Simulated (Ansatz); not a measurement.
Heat of formation of C3H6O2 (1,3-dioxolane) from total energies

C3H6O2 has 11 atoms, charge 0, and is taken as a singlet. SMILES: `C1COCO1`. The coordinates come from a PBE0-D4/def2-TZVP relaxation. This is one conformer, not always the lowest.

Total energies at MP2/def2-SVP, 5 core orbitals frozen (Ansatz 0.2.0); the atoms run unrestricted:

```tsv
species	state	energy (Eh)
C3H6O2	singlet	-267.360527
C	triplet	-37.695318
O	triplet	-74.821403
H	doublet	-0.499278
```

Harmonic wavenumbers at B3LYP/6-31G*, in cm⁻¹: 24, 266, 650, 733, 910, 954, 963, 972, 1078, 1145, 1162, 1170, 1219, 1235, 1262, 1358, 1398, 1452, 1540, 1545, 1584, 3009, 3017, 3023, 3048, 3123, 3127.

Measured heats of formation of the gaseous atoms at 298.15 K, in kJ/mol: C 716.9, O 249.2, H 218.0. Spin-orbit lowering of the atoms at 298 K (mean of the ground term's levels less their thermal mean, from spectra), in kJ/mol: C 0.02, O 0.40. Take 1 Eh = 2625.50 kJ/mol, 1 cm⁻¹ = 0.0119627 kJ/mol, RT = 2.479 kJ/mol.

**Question.** What heat of formation follows?

**Answer.** 
1. Electronic atomisation energy: 3 × (-37.695318) + 2 × (-74.821403) + 6 × (-0.499278) − (-267.360527) = 1.636099 Eh = 4295.6 kJ/mol.
2. Zero-point energy: half the sum of the wavenumbers, 20483.5 cm⁻¹ = 245.0 kJ/mol.
3. Thermal vibrational enthalpy, Σ hcν̃/(exp(hcν̃/kT) − 1): 5.1 kJ/mol. Translation, rotation and pV of a non-linear molecule: 4 RT = 9.9 kJ/mol.
4. The 11 free atoms carry 5/2 RT each: 68.2 kJ/mol.
5. Spin-orbit coupling lowers the free atoms by 3 × 0.02 + 2 × 0.40 = 0.9 kJ/mol.
6. Atomisation enthalpy at 298 K: 4295.6 − 0.9 − 245.0 − 5.1 − 9.9 + 68.2 = 4102.9 kJ/mol.
7. Sum of the atoms' heats of formation: 3957.1 kJ/mol. Heat of formation: 3957.1 − 4102.9 = -145.8 kJ/mol.

The tabulated value is -298.0 kJ/mol (CRC Handbook of Chemistry and Physics), so this level is off by +152.2 kJ/mol, or 3.6 % of the atomisation enthalpy that the table implies (4255.1 kJ/mol). Perturbation theory converges slowly with the basis for atomisation. A double-zeta basis underbinds. Anharmonicity and any spin-orbit splitting of the molecule are left out, and cores are frozen in the wave-function part.
